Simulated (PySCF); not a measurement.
# CH2F2: calculation against experiment

**The experiment to reproduce.**

From NIST CCCBDB Release 22 (SRD 101), experimental dipoles, for the gas: dipole moment (microwave Stark effect) 1.97 D.

The results are set against them at the end.

Species: CH2F2.
SMILES with atom numbers: `[F:1][CH2:2][F:3]` (hydrogens: H4, H5 on C2)

Cartesian coordinates in Å at the PBE0-D3(BJ)/def2-SVP level; atoms count from 1:
```xyz
5
CH2F2 angstrom
F      1.222    0.468    0.037
C     -0.013   -0.061   -0.006
F     -0.923    0.922    0.110
H     -0.133   -0.763    0.838
H     -0.153   -0.566   -0.979
```

The PySCF runs (gas phase, on this PBE0-D3(BJ)/def2-SVP geometry; no spin–orbit coupling):

| level | job | basis functions | wall time |
| --- | --- | --- | --- |
| PBE0-D3(BJ)/def2-SVP, grid level 1 | geometry optimisation from an MMFF94s start | 52 | 3.5 s |
| PBE0/pcSseg-1 | shieldings, charges and field gradients, density and orbital grids written | 61 | 2.6 s |
| B3LYP/pcJ-1 | spin–spin couplings from 5 perturbed nuclei | 101 | 3.3 s |

Hardware: one thread of an Intel Xeon at 2.30 GHz, no GPU (shared host).

Results beside the measurements:

**Dipole moment.** Measured: 1.97 D (NIST CCCBDB Release 22 (SRD 101), experimental dipoles).

```
               level  computed (D)  computed − measured (D)  % (from the printed values)
PBE0-D3(BJ)/def2-SVP          1.80                    -0.17                           -9
       PBE0/pcSseg-1          1.92                    -0.05                           -3
         B3LYP/pcJ-1          1.90                    -0.07                           -4
```

Closest is PBE0/pcSseg-1 (-0.05 D), furthest PBE0-D3(BJ)/def2-SVP (-0.17 D); one molecule doesn't rank methods. All 3 levels lie below the measurement. The computed dipoles belong to one fixed geometry; measured ones are averaged over vibrations unless marked μe. Magnitudes are compared, not signs.

No measured geometry was used, and the causes of the misses weren't examined.
